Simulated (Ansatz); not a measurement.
## Worked example: the barrier

An elementary step of CH6AlN, singlet (CH₆AlN ([CH3][AlH][NH2]) → CH₃Al ([CH3][Al]) + NH₃ (still joined by a long Al–N bond); bonds formed: N2–H3; bonds broken: Al1–H3; bonds weakened to dative contacts: Al1–N2). “Start” is the structure reached by relaxing down from the saddle towards the reactants; PBE0-D4/def2-TZVP structures. The saddle:

```xyz
9
angstrom
Al -0.7657 -0.0624 -0.7010
N -0.3836 -1.4156 0.5894
H -1.7161 -0.8714 0.4743
C 0.6214 1.3291 -0.5769
H -0.7076 -2.3567 0.3983
H 0.2424 -1.4346 1.3986
H 1.6204 0.8848 -0.6516
H 0.5503 1.8159 0.4042
H 0.5382 2.1110 -1.3352
```

Ansatz 0.2.0; basis: def2-TZVPP and def2-QZVPP; cores frozen in the correlated methods.

Energies in eV:

| quantity | saddle | start |
| --- | --- | --- |
| Hartree–Fock, triple zeta (X = 3) | -9188.51124 | -9192.48109 |
| Hartree–Fock, quadruple zeta (X = 4) | -9188.84799 | -9192.81876 |
| MP2 correlation, X = 3 | -13.88285 | -13.12312 |
| MP2 correlation, X = 4 | -14.77491 | -14.02185 |
| CCSD(T) correlation, X = 3 | -15.38389 | -14.53360 |

Task: Work out the barrier at the basis limit: extrapolate Hartree–Fock as E(X) = E∞ + A exp(−7.88 √X) and the MP2 correlation as E(X) = E∞ + B X^−2.97 (the exponents that Neese and Valeev fitted for def2-TZVPP and QZVPP), then add CCSD(T) − MP2 in triple zeta.

Result: Each step is linear, so take the differences first (saddle − start): Hartree–Fock 3.96985 (X = 3) and 3.97077 (X = 4); MP2 correlation -0.75973 and -0.75306; CCSD(T) correlation -0.85029.
Two points give E∞ = E(4) + w [E(4) − E(3)], with w = 1/(exp(7.88 (2 − √3)) − 1) = 0.1377 for Hartree–Fock and w = 1/((4/3)^2.97 − 1) = 0.7407 for the correlation.
Hartree–Fock: 3.97077 + 0.1377 × 0.00092 = 3.9709 eV.
MP2 correlation: -0.75306 + 0.7407 × 0.00667 = -0.7481 eV.
CCSD(T) − MP2: -0.85029 − (-0.75973) = -0.0906 eV.
Sum: 3.9709 + (-0.7481) + (-0.0906) = 3.1322 eV, or 72.23 kcal/mol. Plain CCSD(T) in triple zeta gives 3.1196 eV, so the larger basis shifts the result by 0.0126 eV.

T1 diagnostic: at most 0.016. The restricted Hartree–Fock reference is unstable towards an unrestricted one at one or more of these structures. A large double-excitation amplitude points to some diradical character; no triplet was computed.

Labels in which every atom is bracketed show which atoms are joined, not bond orders.

For scale, one of the runs: CCSD(T)/def2-TZVPP, 188 basis functions, launched by `ansatz run in.yaml --threads 2 --pin off --events-out ev --progress --plain --max-ram 4352MiB`. Hardware: 2 CPU threads of an Intel Xeon 6975P-C, shared host. Wall time 14 s; peak host memory 2 GiB.
